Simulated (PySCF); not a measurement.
**Molecular orbitals of MgO⁺**

PBE at R = 1.856 Å; Mg 6-311G(d,p), O 6-311G(d,p); no relativity (PySCF 2.14). State: ²Π (doublet), unpaired electrons π ↑. Only the outer orbitals are listed, counted within each symmetry.

| spin | orbital | occ. | ε (eV) | on Mg (%) | main shells (%) |
| --- | --- | --- | --- | --- | --- |
| α | 1π | 1 | -56.18 | 100 | 100 Mg p |
| α | 1π | 1 | -56.13 | 100 | 100 Mg p |
| α | 4σ | 1 | -56.08 | 100 | 100 Mg p |
| α | 5σ | 1 | -28.58 | 2 | 97 O s |
| α | 2π | 1 | -14.58 | 5 | 95 O p |
| α | 6σ | 1 | -13.94 | 18 | 79 O p, 16 Mg s |
| α | 2π | 1 | -12.73 | 8 | 92 O p |
| α | 7σ | 0 | -10.57 | 90 | 74 Mg s, 16 Mg p, 10 O p |
| α | 3π | 0 | -6.68 | 98 | 96 Mg p |
| α | 3π | 0 | -6.53 | 96 | 94 Mg p |
| β | 1π | 1 | -56.19 | 100 | 100 Mg p |
| β | 1π | 1 | -56.15 | 100 | 100 Mg p |
| β | 4σ | 1 | -56.09 | 100 | 100 Mg p |
| β | 5σ | 1 | -26.80 | 4 | 95 O s |
| β | 6σ | 1 | -13.22 | 26 | 70 O p, 24 Mg s |
| β | 2π | 1 | -12.07 | 10 | 90 O p |
| β | 2π | 0 | -11.30 | 12 | 88 O p, 9 Mg p |
| β | 7σ | 0 | -10.57 | 84 | 64 Mg s, 19 Mg p, 17 O p |
| β | 3π | 0 | -6.64 | 95 | 92 Mg p |

Question: Which are the highest filled and the lowest empty level, where do they sit, and how wide is the gap?

Answer: Highest filled β 2π at -12.07 eV (in %: 90 O p); lowest empty β 2π at -11.30 eV (in %: 88 O p, 9 Mg p); the gap at PBE is 0.77 eV. Both belong to one degenerate shell, split only by its one-sided filling, so this is no excitation gap.

```json
{"bond order (Mayer)": "1.17", "⟨S²⟩": "0.765", "charge on Mg (Mulliken, basis-dependent)": "1.27", "charge on Mg (Löwdin, basis-dependent)": "1.00", "dipole moment (positive dipole points towards O; it is taken about the centre of mass and depends on that origin)": "-7.73 D", "polarisability along the bond": "33.5 bohr³", "polarisability across the bond": "14.1 bohr³"}
```

The state is the lowest determinant that a PBE0 search found; another state may lie lower at other levels.
